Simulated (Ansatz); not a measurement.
# C2H3Cl2F (1,1-dichloro-1-fluoroethane) at RPA@PBE0/6-31G(d) (spherical functions)

Aim: the energy change on altering one bond length of C2H3Cl2F (1,1-dichloro-1-fluoroethane) at RPA@PBE0/6-31G* (spherical functions), from 2 runs. 

Program for the calculation: Ansatz 0.2.0.

69 further runs of the same task are left out: 1 that didn't finish, 68 set aside as unsound or not needed.

### 1 The molecule

C2H3Cl2F: 8 atoms, total charge 0, spin state singlet. SMILES: `CC(F)(Cl)Cl`. The coordinates come from a PBE0-D4/def2-TZVP relaxation.

Bond lengths: C1–C2 1.502 Å, C2–F3 1.348 Å, C2–Cl4 1.776 Å, C2–Cl5 1.776 Å, C1–H6 1.091 Å, C1–H7 1.091 Å, C1–H8 1.088 Å. Some angles: C1–C2–F3 110.1°, C1–C2–Cl4 111.1°, C1–C2–Cl5 111.1°, F3–C2–Cl4 107.6°, F3–C2–Cl5 107.6°, Cl4–C2–Cl5 109.3°, C2–C1–H6 108.9°, C2–C1–H7 108.9°, C2–C1–H8 110.1°, H6–C1–H7 109.8°.

### 2 The energy at RPA@PBE0/6-31G(d) (spherical functions)

Contents of job.yaml:

```yaml
crystal:
  periodic: [false, false, false]
  atoms:
    - symbol: C
      position_ang: [-0.133500, -0.505900, 0.646300]
    - symbol: C
      position_ang: [0.199400, 0.391300, -0.511300]
    - symbol: F
      position_ang: [1.523600, 0.643200, -0.537400]
    - symbol: Cl
      position_ang: [-0.232400, -0.372700, -2.055900]
    - symbol: Cl
      position_ang: [-0.641100, 1.950200, -0.373000]
    - symbol: H
      position_ang: [0.163400, -0.011800, 1.572000]
    - symbol: H
      position_ang: [0.414900, -1.442000, 0.535900]
    - symbol: H
      position_ang: [-1.202100, -0.709300, 0.667600]
basis:
  gaussian:
    orbitals: 6-31G_st_-spherical.json
hamiltonian:
  xc: {name: PBE0}
correlation:
  method: rpa
  frozen_orbitals: {C: 1, Cl: 5, F: 1, H: 0}
accuracy: high
```

The basis set 6-31G* is read from a file made from the Basis Set Exchange's data (not shown).

Launch:

```console
$ ansatz run job.yaml --threads 1 --pin off --max-ram 3480MiB --events-out events.jsonl --progress --plain --runs-dir runs
```

Standard output:

```text
Warning: RAYON_NUM_THREADS=1 ignored (pool sized by the plan → 1); use --threads N
Functional definition: PBE0
  name "PBE0"
  parameter a = 0.25
  parameter kappa = 0.804
  parameter beta = 0.06672455060314922
  exchange = (1 - a)*pbe_x(kappa = kappa, mu = beta*pi^2/3) + a*exact_x
  correlation = pbe_c(beta = beta)
1944 factors; integrals over basis functions are off by at most 3.8e-9 eV
mean field evaluation 1: about -29867.7696 eV, gradient 3.6e1 eV
mean field evaluation 2: about -29868.0075 eV, gradient 3.6e1 eV
mean field evaluation 4: about -29870.5592 eV, gradient 5.6e0 eV
mean field evaluation 8: about -29870.6233 eV, gradient 6.9e-2 eV
mean field evaluation 16: about -29870.6233 eV, gradient 2.5e-6 eV
mean field -29870.62334735 eV, -1097.7251609794 hartree, gradient 9.0e-8 eV, S^2 0.000000; 0 other end points of the search recorded, 0 dependent functions left out
13 core orbitals not correlated: weight in the atoms' cores, before any rotation towards them, 1.000 or more for the frozen orbitals, at most 0.000 for the correlated occupied ones
reference -29819.52509035 eV, -1095.8473346702 hartree; 16, 16 occupied and 55, 55 virtual orbitals, 1944 factors
Total energy: -29846.06586699 eV, -1096.8226902220 hartree
```

Wall time 13 s (1 thread of Arm Neoverse V2, shared host); peak memory 0.3 GiB.

### 3 The distorted shape, same level

Contents of in.yaml:

```yaml
crystal:
  periodic: [false, false, false]
  atoms:
    - {symbol: C, position_ang: [0.875116, -2.376610, 0.480337]}
    - {symbol: C, position_ang: [1.208016, -1.479410, -0.677263]}
    - {symbol: F, position_ang: [2.532216, -1.227510, -0.703363]}
    - {symbol: Cl, position_ang: [0.776216, -2.243410, -2.221863]}
    - {symbol: Cl, position_ang: [-0.641100, 1.950200, -0.373000]}
    - {symbol: H, position_ang: [1.172016, -1.882510, 1.406037]}
    - {symbol: H, position_ang: [1.423516, -3.312710, 0.369937]}
    - {symbol: H, position_ang: [-0.193484, -2.580010, 0.501637]}
basis:
  gaussian: {orbitals: 6-31G_st_-spherical.json}
magnetization: {spin_polarized: false}
hamiltonian: {xc: {name: PBE0}}
correlation: {method: rpa, frozen_orbitals: {C: 1, Cl: 5, F: 1, H: 0}}
accuracy: high
```

The basis set 6-31G* is read from a file made from the Basis Set Exchange's data (not shown).

Launch:

```console
$ ansatz run in.yaml --threads 1 --pin off --max-ram 3480MiB --events-out events.jsonl --progress --plain --runs-dir runs
```

Standard output, shortened:

```text
Warning: RAYON_NUM_THREADS=1 ignored (pool sized by the plan → 1); use --threads N
[... 2 set-up lines as earlier in the session ...]
[...]
1832 factors; integrals over basis functions are off by at most 7.9e-9 eV
[...]
mean field -29866.33647750 eV, -1097.5676214181 hartree, gradient 1.4e-8 eV, S^2 0.000000; 4 other end points of the search recorded, 0 dependent functions left out; unrestricted orbitals would lower it
unrestricted determinant -29817.97627730 eV, -1095.7904168404 hartree, S^2 1.0102
13 core orbitals not correlated: weight in the atoms' cores, before any rotation towards them, 1.000 or more for the frozen orbitals, at most 0.000 for the correlated occupied ones
reference -29813.66493097 eV, -1095.6319777851 hartree; 16, 16 occupied and 55, 55 virtual orbitals, 1832 factors
Total energy: -29842.10618486 eV, -1096.6771745877 hartree
```

Wall time 20 s (1 thread of Arm Neoverse V2, shared host); peak memory 0.39 GiB.

### 4 Results

At RPA@PBE0/6-31G* (spherical functions), 13 core orbitals frozen:

```
                                                          quantity           value
                                         first shape: total energy  -1096.82269 Eh
                     first shape: RPA correlation energy (valence)      -975.4 mEh
                                     distorted shape: total energy  -1096.67717 Eh
                 distorted shape: RPA correlation energy (valence)     -1045.2 mEh
energy change with the C2–Cl5 bond stretched from 1.776 to 3.908 Å        3.960 eV
```

What this shows: One bond (distorted shape) is far stretched, which a spin-restricted single reference describes badly; a broken-symmetry solution may lie lower. With the C2–Cl5 bond stretched from 1.776 to 3.908 Å the energy rises by 3.96 eV (382 kJ/mol). The first shape isn't relaxed at this level, so the change isn't measured from a minimum. A restricted reference can't describe the breaking bond well at this length. The restricted solution (distorted shape) is unstable to spin breaking: an unrestricted one lies lower.
